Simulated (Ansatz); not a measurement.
A made-up structure of MgSiNH₅, singlet:

N1  (-1.059, 0.739, -0.797)
Si2  (0.441, 0.490, 0.059)
Mg3  (0.518, -1.858, 1.155)
H4  (-1.366, 0.030, -1.444)
H5  (-1.242, 1.653, -1.185)
H6  (0.483, 1.563, 1.104)
H7  (-0.107, -2.028, 2.748)
H8  (0.566, -3.404, 1.883)
(Å)

It is relaxed with PBE-D4/def2-SVP and then PBE0-D4/def2-TZVP (Ansatz 0.2.0). Atoms count as bonded within 1.22 times the sum of their covalent radii (H–H: 0.88 Å). The end point is not checked to be a true minimum.

Does its bonding change? (Judge from chemistry; the calculation decides.)

The calculation gives: Yes. Formed: Si2–H7; broken: Mg3–H7.

Where it ends: The first stage lowers the energy by 3.07 eV in 27 steps. It ends as MgSiNH₅ ([NH2][SiH2][MgH]):
```csv
atom,x (Å),y (Å),z (Å)
N1,-0.8045,0.4682,-0.6948
Si2,-0.1822,0.1249,0.8981
Mg3,0.6990,-2.3078,1.0578
H4,-1.4583,-0.1794,-1.1051
H5,-1.0889,1.4139,-0.9040
H6,0.9300,1.1058,1.1084
H7,-1.1476,0.4708,2.0017
H8,1.2863,-3.9108,1.1617
```

Labels in which every atom is bracketed show which atoms are joined, not bond orders.

For scale, one of the runs: PBE0-D4/def2-TZVP relaxation, 130 basis functions, launched by `ansatz run in.yaml --threads 2 --pin off --events-out ev --progress --plain --max-ram 4352MiB`. Hardware: 2 CPU threads of an AMD EPYC 9R45, shared host. Wall time about 9.5 s.
